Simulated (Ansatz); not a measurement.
CH$_{3}$BCl (`C[B]Cl`) radical. The species carries charge 0 and has multiplicity 2.

```xyz
6

C     0.283   -0.461    0.033
B    -0.450    0.674   -0.714
Cl   -1.352    1.955    0.015
H     1.299   -0.094    0.238
H    -0.174   -0.708    0.997
H     0.394   -1.365   -0.569
```

**Question.** List the harmonic frequencies (cm⁻¹, unscaled) at PBE0-D4/def2-TZVP in Ansatz. (Estimate.)

**Answer.** Ansatz gave: 77, 306, 669, 722, 935, 1105, 1311, 1417, 1445, 3020, 3090, 3136.

**Question.** Is this a minimum?

**Answer.** Yes, all 12 modes are real.

**Question.** Give the ideal-gas thermochemistry at 298.15 K and 1 bar (rigid rotor, harmonic oscillator; point group C1, symmetry number 1).

**Answer.** Zero-point energy 103.1 kJ/mol; H(298) − E = 117.0 kJ/mol; entropy 287.5 J/(mol·K), of which translation 160.2, rotation 95.5, vibration 26.0, electronic 5.8; G(298) − E = 31.3 kJ/mol. Modes under 100 cm⁻¹ are hindered rotations or soft bends, so the harmonic entropy is rough.

**Question.** And at 400, 500, 600, 800 and 1000 K?

**Answer.** 
| T (K) | H − E (kJ/mol) | S (J/mol/K) | G − E (kJ/mol) |
| --- | --- | --- | --- |
| 400 | 123.6 | 306.5 | 1.0 |
| 500 | 131.0 | 322.9 | -30.5 |
| 600 | 139.1 | 337.7 | -63.5 |
| 800 | 157.1 | 363.5 | -133.7 |
| 1000 | 177.0 | 385.7 | -208.7 |

**Question.** Rotational constants (cm⁻¹)?

**Answer.** 2.178, 0.1677, 0.1603.
